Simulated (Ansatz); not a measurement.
in.yaml

```yaml
crystal:
  periodic: [false, false, false]
  atoms:
    - {symbol: B, position_ang: [0.000000, -0.905839, 0.967609]}
    - {symbol: C, position_ang: [0.000000, 0.561227, 0.868427]}
    - {symbol: Si, position_ang: [0.000000, 0.061485, -0.802988]}
    - {symbol: H, position_ang: [0.000000, 1.315005, 1.647998]}
basis:
  gaussian: {orbitals: cc-pVDZ}
total_charge: 1
magnetization: {spin_polarized: false, initial_magnetization: 1}
correlation: {method: ccsd_t, electrons: outside_noble_gas}
```

```sh
$ ansatz run in.yaml --threads 1 --pin off --events-out ev --progress --plain --max-ram 2393MiB
```

The program prints:

```
494 factors; integrals over basis functions are off by at most 9.4e-4 eV
mean field evaluation 1: about -9561.3506 eV, gradient 4.5e1 eV
mean field evaluation 2: about -9561.4955 eV, gradient 4.5e1 eV
mean field evaluation 4: about -9567.5098 eV, gradient 4.0e0 eV
mean field evaluation 8: about -9567.7741 eV, gradient 1.5e0 eV
mean field evaluation 16: about -9567.9479 eV, gradient 3.3e-2 eV
mean field evaluation 32: about -9567.9432 eV, gradient 2.8e-1 eV
mean field evaluation 64: about -9567.9479 eV, gradient 1.5e-6 eV
mean field evaluation 96: about -9567.7912 eV, gradient 2.3e0 eV
mean field evaluation 128: about -9567.9470 eV, gradient 1.9e-1 eV
mean field evaluation 160: about -9564.7063 eV, gradient 1.3e1 eV
...
cycle   5  -7.75713565 eV  change   -1.1e-2 eV  update   2.1e-3
cycle   6  -7.75914878 eV  change   -2.0e-3 eV  update   1.3e-3
cycle   7  -7.75919082 eV  change   -4.2e-5 eV  update   8.0e-4
cycle   8  -7.75838504 eV  change    8.1e-4 eV  update   3.8e-4
cycle   9  -7.75833281 eV  change    5.2e-5 eV  update   2.1e-4
cycle  10  -7.75839931 eV  change   -6.6e-5 eV  update   8.8e-5
cycle  11  -7.75836203 eV  change    3.7e-5 eV  update   4.0e-5
cycle  12  -7.75833972 eV  change    2.2e-5 eV  update   1.8e-5
cycle  13  -7.75832594 eV  change    1.4e-5 eV  update   8.3e-6
cycle  14  -7.75832451 eV  change    1.4e-6 eV  update   3.9e-6
perturbative correction -0.45041399 eV, -0.0165524089 hartree
Total energy: -9576.15664115 eV, -351.9172656101 hartree
```

For the same geometry and basis RCCSDT(Q) lies 98.8 meV lower.

Ran on 1 thread of Arm Neoverse V2, shared host: 4.3 s wall, 0.13 GiB peak host memory.
